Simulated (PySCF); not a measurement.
Löwdin shares of the frontier orbitals

Compound: C4H5F2 (charge +1).
Structure used (PBE0-D3(BJ)/def2-SVP), in Å, numbered top down from 1:
```
atom  x, y, z in Å
C1    -1.610    0.372    0.734
C2    -0.232   -0.078    0.615
C3     0.541    0.045   -0.518
C4     1.851   -0.418   -0.527
F5     2.596   -0.320   -1.539
F6     2.412   -0.971    0.464
H7    -2.238   -0.482    1.057
H8    -2.019    0.828   -0.175
H9    -1.681    1.077    1.587
H10    0.218   -0.548    1.501
H11    0.173    0.501   -1.440
```

Theory: TDDFT B3LYP/def2-SVPD, vertical, gas phase, core orbitals frozen in the response (PySCF).

Kohn–Sham orbitals with the atoms that hold most of them (Löwdin shares over 4%, at most four atoms; ? is withheld):

```
orbital  ε (eV)                           atoms
 HOMO-3  -17.09  C1 40%, C2 18%, H9 14%, H7 14%
 HOMO-2  -16.89   C1 30%, C2 24%, C3 13%, H7 6%
 HOMO-1  -15.97  C1 37%, H8 21%, C2 16%, H10 8%
   HOMO  -14.46                               ?
   LUMO       ?                               ?
 LUMO+1   -5.11   C3 35%, C2 20%, C4 20%, F6 6%
 LUMO+2   -4.27  C4 33%, C2 14%, C3 14%, F6 12%
```

Question: Which atoms hold the HOMO, and with what shares?

Answer: C3 (bonded to 2 C and H) 36%; C2 (bonded to 2 C and H) 17%; C4 (bonded to C and 2 F) 14%; C1 (bonded to C and 3 H) 10%.

Question: Which atoms hold the LUMO, and with what shares?

Answer: C2 (bonded to 2 C and H) 32%; C4 (bonded to C and 2 F) 28%; F5 (bonded to C) 10%; F6 (bonded to C) 8%. By element: carbon 59% or more, fluorine 18%.

Question: What is the LUMO energy, and the HOMO–LUMO gap?

Answer: ε(LUMO) = -9.25 eV; the gap is 5.20 eV (0.1912 hartree).

Question: How does S1 compare with the orbital gap of 5.20 eV?

Answer: S1 is at 5.37 eV (f = 0.537), 0.17 eV above the gap, made of HOMO→LUMO (98%). Without the coupling terms of the response equations the lowest excitation would equal the gap.

Question: One configuration dominates each of S1, S2, S3 and S8. Which, and how do the shares of the two leading atoms of either orbital change from the occupied to the empty one?

Answer: 
- S1 (5.37 eV, f 0.537), HOMO→LUMO (98%): C3 36% → at most 9%, C2 17% → 32%, C4 14% → 28%
- S2 (5.48 eV, f 0.0016), HOMO-1→LUMO (96%): C1 37% → at most 9%, H8 21% → at most 9%, C2 16% → 32%, C4 at most 8% → 28%
- S3 (6.32 eV, f 0.0014), HOMO-2→LUMO (96%): C1 30% → at most 9%, C2 24% → 32%, C4 at most 6% → 28%
- S8 (9.01 eV, f 0.054), HOMO→LUMO+1 (95%): C3 36% → 35%, C2 17% → 20%

The run took 39 s of wall time on Arm Neoverse V1, one thread, no GPU, shared host.

One conformer stands for the species.
